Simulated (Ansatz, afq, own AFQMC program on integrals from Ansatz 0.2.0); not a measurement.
# BSiH2, doublet → BSiH2, quartet

```tsv
atom	x (Å)	y (Å)	z (Å)
Si	0.0000	-0.0053	0.5948
B	0.0000	-0.0779	-1.2479
H	0.0000	1.1505	-0.7602
H	0.0000	-0.1670	-2.4296
```

Connectivity, by distances: Si–BH, 1 bridging H.

E(quartet, charge +0) − E(doublet, charge +0) at this geometry, on UHF and UHF determinants.

Basis cc-pVDZ. Only valence electrons are correlated. AFQMC by an in-house program on the Cholesky factors that Ansatz 0.2.0 writes for its CCSD(T) run. The CISD trial takes its coefficients from CCSD amplitudes. Released means that phaseless walkers are propagated on without the constraint, phases kept. ± is one standard error of the sampling. The errors of all members are added in quadrature.

No full CI on the walks' own integrals is used here; CCSDT(Q) serves as the reference and is uncertain by about the last step of the cluster series. Each member takes its own surest rung, up to full CI.

The best estimate is CCSD(T) at the basis-set limit (CBS: def2-TZVPP and def2-QZVPP, with their diffuse functions for anions and beside diffuse sets, CCSD(T) itself extrapolated) plus the step from CCSD(T) to CCSDT(Q) in cc-pVDZ. Rows without CBS are in cc-pVDZ, the functionals in def2-TZVP; B2PLYP and the wave-function rows carry a basis error of their own. Core correlation and relativity beyond core potentials are missing, and ± holds the sampling alone.

Cautions: BSiH₂ (quartet): another spin lies lower, raised T1 diagnostic (T1 0.041, weight of the determinant 0.86, largest double 0.09), the released energies move by 1.5 errors or more from one time to the next, so no released level is given (meV from the phaseless value at times in 1/Eh: 1 ± 17 at 0.24, -15 ± 12 at 0.51, -10 ± 10 at 0.99, 14 ± 11 at 1.62, -25 ± 12 at 2.40), though the last usable value meets CCSDT(Q) within the noise; core correlation is missing, and it shifts such a gap most where an s electron is promoted.

Best estimate: 297.9 kJ/mol.

```csv
level,vertical spin gap (kJ/mol),error against the best estimate (kJ/mol)
HF,252.5,-45.3
MP2,291.9,-6.0
CCSD,293.2,-4.6
CCSD(T),294.1,-3.7
CCSDT,293.7,-4.1
CCSDT(Q),293.7,-4.2
ph-AFQMC/CISD,293.0 ± 1.5,-4.8 ± 1.5
HF/CBS,248.1,-49.8
MP2/CBS,299.6,1.7
CCSD(T)/CBS,298.3,0.5
PBE,280.1,-17.7
r2SCAN,275.1,-22.8
PBE0,281.6,-16.2
B3LYP,298.7,0.9
wB97M-V,316.6,18.7
B2PLYP,300.2,2.3
```

Correlation beyond CCSD(T) takes off 0.5 kJ/mol. Going to the basis-set limit adds 4.2 kJ/mol at CCSD(T). The perturbative (T) step is worth +0.9 kJ/mol.

Best estimates are given only where the step beyond CCSD(T) is under 0.3 eV and no member's determinant is very poor (T1 over 0.05, or 0.07 for open shells, ⟨S²⟩ too high by 0.3, two states mixed), so the hardest cases are missing from such tables.

The functionals ran in a triple-zeta set and keep a basis error of their own, a few kJ/mol for each bond in atomization energies and more for double hybrids, so close places among them and the extrapolated levels can swap.

CCSDT and higher add their correlation energy to the determinant of the CCSD(T) run, since their own runs factorise the integrals more tightly (a shift of under 2 meV). Each member of a difference takes its own highest rung, so a best estimate needn't equal the limit plus the step of one row. A walk keeps the symmetry of its determinant, which the program's search chose and which needn't be the lowest solution, so a lower state of the same spin and another symmetry isn't excluded.
